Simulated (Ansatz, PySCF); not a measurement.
A calculation on zinc-blende BP returned lattice constant a 4.524 Å, bulk modulus 175 GPa, cohesive energy 5.27 eV/atom.

For reference: lattice constant a 4.525 Å (measured, static lattice: zero-point anharmonic expansion removed; as tabulated in Mejia-Rodriguez and Trickey (2018), arXiv:1807.09216); bulk modulus 176 GPa (measured, 0 K, zero-point effect removed, our sources range from 168 to 176; as tabulated in Goldzak et al. (2022), arXiv:2208.04865); cohesive energy 5.14 eV/atom (measured, static lattice: zero-point vibration energy added, our sources range from 5.14 to 5.20; as tabulated in Mejia-Rodriguez and Trickey (2018), arXiv:1807.09216).

Q: Which level of theory produced these numbers?
A) PBE (Ansatz (an electronic-structure program))
B) PBE-D4 (Ansatz)
C) HSE06 (Ansatz)
D) MP2 (PySCF)

A: C, HSE06 (Ansatz)

The others give: MP2 4.487 Å, 184 GPa, 5.78 eV/atom; PBE-D4 4.504 Å, 171 GPa, 5.65 eV/atom; PBE 4.548 Å, 162 GPa, 5.29 eV/atom.

Unless a cell is named, each level is at its own relaxed cell (HSE06 11.57, MP2 11.29, PBE 11.76, PBE-D4 11.42 Å³/atom).

Ansatz's density-functional and Hartree–Fock values are scalar-relativistic unless marked +SOC, with PAW data made under PBE.
